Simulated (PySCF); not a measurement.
Compound: C₂H₃F₃.
Cartesian coordinates in Å at the PBE0-D3(BJ)/def2-SVP level; atoms count from 1:
```
atom  x, y, z in Å
F1     1.239   -0.461    1.184
C2     0.543    0.394    0.383
C3    -0.555   -0.358   -0.331
F4    -1.307    0.534   -1.013
F5    -0.027   -1.229   -1.212
H6     1.214    0.840   -0.370
H7     0.093    1.197    0.991
H8    -1.201   -0.917    0.368
```

The computed photoelectron lines, unassigned: C 1s: 294.07 (area 1), 296.24 (area 1) eV; F 1s: 693.43 (area 1), 693.84 (area 2) eV.

Level of theory: delta-SCF UKS SCAN, pcX-2 on the ionised atom, pcseg-1 elsewhere, spin-free X2C in PySCF 2.14.0. One conformer (not necessarily the lowest) at the PBE0-D3(BJ)/def2-SVP geometry, without solvent, vibrations or thermal averaging.

Assign the C 1s lines to atoms.

294.07 eV: C2 (sp3 C–F carbon); 296.24 eV: C3 (CHF2 carbon). Lowest listed C 1s: C2, bonded to F, C and 2 H. Highest, 2.17 eV above it: C3, bonded to 2 F, C and H. Summing the Pauling electronegativity differences to the bonded atoms, each weighted by its formal bond order, gives +0.73 for the lowest site and +2.51 for the highest.

Which fluorine gives which F 1s line?

693.43 eV: F1 (alkyl fluorine); 693.84 eV: F4/F5 (fluorine of a CF2 group). Lowest listed F 1s: F1, bonded to C. Highest, 0.41 eV above it: F4/F5, bonded to C. Summing the Pauling electronegativity differences to the bonded atoms, each weighted by its formal bond order, gives -1.43 for the lowest site and -1.43 for the highest; the sum is the same at every site.

Bonded neighbours of each site: F1: C; C2: F, C and 2 H; C3: 2 F, C and H; F4/F5: C.

Which photon energy gives electrons from C 1s of C3 a kinetic energy of 50 eV, and what is their de Broglie wavelength?

hν = 296.24 + 50 = 346.24 eV, recoil neglected; λ = 12.264 Å/√(E/eV) = 1.73 Å.

Topologically equivalent atoms share the value of their first member; where this conformer doesn't relate them by symmetry, their own values could differ.
